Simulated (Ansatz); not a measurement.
## Scan of the C1–H4 bond length

C₂HNa (SMILES C#[C][Na]), closed shell, at its PBE0-D4/def2-TZVP minimum:

C1  (-0.069, 0.870, -0.131)
C2  (0.044, -0.335, 0.040)
Na3  (0.247, -2.517, 0.352)
H4  (-0.167, 1.922, -0.281)
(Å)

The bond length C1–H4 (1.067 Å at the minimum) is set to the values below, the two halves moving rigidly along the bond. Each method's energies count from its own value at the PBE0-D4 minimum structure. Ansatz 0.2.0; basis: def2-TZVPP; cores frozen in the correlated methods. The outer core shell of Li, Na, Mg and K is correlated. The def2 sets are not built for correlating such inner shells, so the correlated values are less sure here. B3LYP uses VWN-RPA correlation.

```json
{"bond length (Å)": "0.939", "CCSD(T) (kJ/mol)": "40.1", "HF (kJ/mol)": "35.4", "PBE0-D4 (kJ/mol)": "39.9"}
{"bond length (Å)": "0.977", "CCSD(T) (kJ/mol)": "18.4", "HF (kJ/mol)": "14.9", "PBE0-D4 (kJ/mol)": "18.2"}
{"bond length (Å)": "1.031", "CCSD(T) (kJ/mol)": "2.7", "HF (kJ/mol)": "1.2", "PBE0-D4 (kJ/mol)": "2.6"}
{"bond length (Å)": "1.094", "CCSD(T) (kJ/mol)": "1.2", "HF (kJ/mol)": "2.5", "PBE0-D4 (kJ/mol)": "1.3"}
{"bond length (Å)": "1.165", "CCSD(T) (kJ/mol)": "14.8", "HF (kJ/mol)": "19.7", "PBE0-D4 (kJ/mol)": "15.3"}
{"bond length (Å)": "1.241", "CCSD(T) (kJ/mol)": "41.1", "HF (kJ/mol)": "50.7", "PBE0-D4 (kJ/mol)": "42.2"}
{"bond length (Å)": "1.321", "CCSD(T) (kJ/mol)": "76.7", "HF (kJ/mol)": "91.9", "PBE0-D4 (kJ/mol)": "78.8"}
{"bond length (Å)": "1.406", "CCSD(T) (kJ/mol)": "119.3", "HF (kJ/mol)": "141.4", "PBE0-D4 (kJ/mol)": "122.7"}
{"bond length (Å)": "1.494", "CCSD(T) (kJ/mol)": "165.1", "HF (kJ/mol)": "195.5", "PBE0-D4 (kJ/mol)": "170.2"}
```

Minimum and curvature along this coordinate at CCSD(T): A fifth-order fit through the nearest points gives 1.068 Å, with a curvature of about 39 eV/Å².

Q: Treat the two halves as rigid bodies and work out the harmonic wavenumber of this stretch from that curvature (ν̃ = 521.5 √(k/μ) cm⁻¹ with k in eV/Å² and μ in u).

A: The halves weigh 47.01 and 1.01 u, so μ = 47.01 × 1.01/48.02 = 0.989 u and ν̃ = 521.5 √(39/0.989) ≈ 3300 cm⁻¹. A true normal mode mixes in other motions, so this is a guide only.

Largest difference from the CCSD(T) curve over the scan: PBE-D4 9.0; r2SCAN-D4 2.1; B3LYP-D4 3.5; wB97M-V 7.4 kJ/mol. Each curve counts from its own value at the minimum.

The T1 diagnostic stays at or below 0.015.

For scale, one of the runs: CCSD(T)/def2-TZVPP, 108 basis functions (an equivalent command: `ansatz run in.yaml --threads 2`). The run took about 3.8 s on 2 CPU threads (shared host).
